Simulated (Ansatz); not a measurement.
## An input for quartet PH2

PH2 has 3 atoms, charge 0, and is taken as a quartet. As SMILES of the parent species, `[PH2]`. The coordinates come from a GFN2-xTB relaxation. That shape belongs to the parent species and isn't relaxed for this state.

```xyz
3

P     0.5145   -0.3028    0.2527
H     0.1115    1.0274    0.1724
H    -0.6260   -0.7246   -0.4251
```

Settings wanted:

| Setting | Value |
| --- | --- |
| basis set | 6-31G* |
| task | energy |
| method | DFT |
| functional | HSE06 |
| reference | UKS |
| relativity | none |
| accuracy | high |
| d and f functions | spherical |

**Question.** Give an Ansatz 0.2.0 job that does this.

**Answer.** This one ran through:

job.yaml:
```yaml
crystal:
  periodic: [false, false, false]
  atoms:
    - {symbol: P, position_ang: [0.514470, -0.302750, 0.252680]}
    - {symbol: H, position_ang: [0.111510, 1.027360, 0.172420]}
    - {symbol: H, position_ang: [-0.625980, -0.724620, -0.425100]}
basis:
  gaussian: {orbitals: 6-31G_st_-spherical.json}
accuracy: high
hamiltonian: {xc: hse06}
magnetization: {spin_polarized: true, initial_magnetization: 3}
```

```bash
$ ansatz run job.yaml --threads 1 --pin off --max-ram 2610MiB --events-out events.jsonl --progress --plain --runs-dir runs
```

(Basis files named in the input come from the Basis Set Exchange and aren't shown.)

Calculated total energy: -342.10606 Eh. Without diffuse functions the anion is poorly described.
